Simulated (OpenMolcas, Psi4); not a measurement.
CH2AlN: a line through the functionals

The species is CH2AlN (5 atoms), meant as a singlet with charge 0. As SMILES, `N#[C][AlH2]`. Geometry: relaxed at PBE0-D4/def2-TZVP.

The HOMO–LUMO gap y, in eV, basis aug-cc-pVDZ; a is the functional's share of exact exchange. Programs: OpenMolcas 26.06, Psi4 1.11.

```
functional     program     a  y (eV)
       PBE  OpenMolcas     0    4.53
    revPBE        Psi4     0    4.61
     B3LYP        Psi4   0.2       ?
      PBE0        Psi4  0.25    6.62
     BHLYP        Psi4   0.5    8.61
```

Question: Fit y = c + s·a to the known rows and predict B3LYP.

Answer: 
1. Means of the 4 rows: a = 0.1875, y = 6.093.
2. Σ(Δa)² = 0.17188, Σ(Δa·Δy) = 1.3906, so the slope is 1.3906/0.17188 = 8.0905.
3. Intercept: 6.093 − (8.0905) × 0.1875 = 4.576. The largest residual of the fit is 0.046.
4. B3LYP: 4.576 + (8.0905) × 0.2 = 6.19 eV.

The run gave 6.19 eV, so the prediction is off by 0.00 eV: they agree to the digits shown. Exact exchange lowers occupied levels and raises empty ones. The rows mix families of semi-local functionals, which the line can't see.
